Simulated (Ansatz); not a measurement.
Program: Ansatz. Geometries: PBE0-D4/def2-TZVP. ΔE: electronic, gas phase. CCSD(T)/CBS is the MP2 limit (def2-TZVPP, def2-QZVPP) plus CCSD(T) − MP2 in def2-TZVPP, frozen cores. This one scheme is used for every species. Functionals use def2-TZVPP. Each species was taken in one conformer, which may not be the lowest.

Consider the hydrogenolysis of a C–C bond: `CC=C=CN` + H₂ → `C=C=CN` + CH₄.

`CC=C=CN`:

```xyz
12

C     0.846    0.061   -1.961
C    -0.002    0.746   -0.932
C    -0.085    0.407    0.324
C    -0.188    0.116    1.594
N    -1.171   -0.682    2.190
H     0.230   -0.317   -2.783
H     1.564    0.761   -2.398
H     1.396   -0.774   -1.526
H    -0.587    1.598   -1.285
H     0.501    0.575    2.299
H    -0.821   -1.247    2.949
H    -1.684   -1.246    1.529
```

H₂:

Z-matrix (Å, degrees):
```
H
H 1 0.746
```

`C=C=CN`:

Cartesian coordinates in Å:
```
C 0.548 0.414 1.749
C 0.344 -0.033 0.544
C 0.125 -0.524 -0.647
N -0.947 -0.217 -1.491
H 1.200 1.263 1.942
H 0.075 -0.042 2.616
H 0.788 -1.298 -1.024
H -0.690 -0.184 -2.466
H -1.443 0.620 -1.223
```

CH₄:

```xyz
5

C     0.000    0.000    0.000
H    -0.818    0.696    0.184
H    -0.404   -0.952   -0.343
H     0.560   -0.154    0.922
H     0.662    0.410   -0.762
```

| level | ΔE (kJ/mol) |
| --- | --- |
| ωB97M-V | -61.1 |
| PBE-QIDH | -59.8 |
| BHLYP | -70.2 |
| MP2/def2-QZVPP | -54.3 |

Question: What does CCSD(T)/CBS give? (An estimate is asked.)

Answer: Ansatz gave: -58.9 kJ/mol. The listed levels differ from it by -2.2, -0.9, -11.3, 4.6 kJ/mol.

Largest T1 diagnostic among the species: 0.012.

Leaving LDA and LC-ωPBE aside and taking each functional with its dispersion term where it has one, the values, not all of them listed here, spread over 13.7 kJ/mol, from BHLYP-D4 to revPBE-D4. LDA lies +8.1 kJ/mol from PBE without D4. From BLYP to BHLYP (50 % exact exchange), in def2-TZVPP and without D4, ΔE moves by −3.1 kJ/mol.
